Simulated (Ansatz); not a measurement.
## Structure relaxation of Ti

Computed with DFT PBEsol, scalar-relativistic, plane waves, PAW (Ansatz 0.2.0). Cutoff 420 eV, Γ-centred k mesh, Gaussian smearing, no spin polarisation in the final step.

A relaxed cell is given with its space group left out.

```xyz
1
Lattice="-1.6046 1.6046 1.6046 1.6046 -1.6046 1.6046 1.6046 1.6046 -1.6046" Properties=species:S:1:pos:R:3 pbc="T T T"
Ti    0.0000    0.0000    0.0000
```

Energies count from the standard state of Ti at the same level.

Task: What space group does it have?

Result: Im-3m (No. 229). Conventional cell: a = 3.209 Å. Ti has 8 Ti at 2.78 Å and 6 Ti at 3.21 Å.

Task: How far above the standard state of Ti does it lie?

Result: 0.10 eV/atom.

Task: Is it a metal?

Result: Yes, bands cross the Fermi level on the 24×24×24 mesh.

The final run used a 24×24×24 mesh on its 1-atom cell and 0.10 eV smearing. For metals, differences of a few meV/atom aren't resolved.

This bcc form isn't the element's structure at ambient conditions.